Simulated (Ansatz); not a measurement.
# C3O2: the cost of one run

Program: Ansatz 0.2.0. Level of theory: the levels named in each step. These are calculated values, not measurements.

**1. Starting point**

Bond lengths: O1–C2 1.156 Å, C2–C3 1.269 Å, C3–C4 1.269 Å, C4–O5 1.156 Å. Angles: O1–C2–C3 180.0°, C2–C3–C4 180.0°, C3–C4–O5 180.0°.

Structure file:

```xyz
5

O     0.0000    0.0000   -2.4245
C     0.0000    0.0000   -1.2690
C     0.0000    0.0000    0.0000
C     0.0000    0.0000    1.2690
O     0.0000    0.0000    2.4245
```

**2. A rough first relaxation, PBE-D4/def2-SVP**

This run stands in another session on the same molecule. It ended at:

```xyz
5

O     0.0000    0.0000   -2.4657
C     0.0000    0.0000   -1.2898
C     0.0000    0.0000    0.0000
C     0.0000    0.0000    1.2898
O     0.0000    0.0000    2.4657
```

**3. Relaxation, r2SCAN-D4/def2-TZVPP**

input.yaml reads:

```yaml
crystal:
  periodic: [false, false, false]
  atoms:
    - { symbol: O, position_ang: [0.0, 0.0, -2.46565886] }
    - { symbol: C, position_ang: [0.0, 0.0, -1.28981884] }
    - { symbol: C, position_ang: [0.0, 0.0, -1.94e-06] }
    - { symbol: C, position_ang: [0.0, 0.0, 1.2898147] }
    - { symbol: O, position_ang: [0.0, 0.0, 2.46565494] }
basis:
  gaussian: { orbitals: def2-TZVPP }
hamiltonian:
  xc: r2scan
  dispersion: d4
relax:
  f_tol: 0.002
  max_steps: 150
```

On the command line:

```
> ansatz run input.yaml --threads 4 --pin off --max-ram 10240MiB --backend cpu --events-out ev --progress --plain --runs-dir out
```

**Question.** How long does this run take on 4 threads of Intel Xeon at 2.50GHz (Skylake/Cascade Lake), shared host, and how much memory does it need?

About 12 s, with a peak of 0.27 GiB.
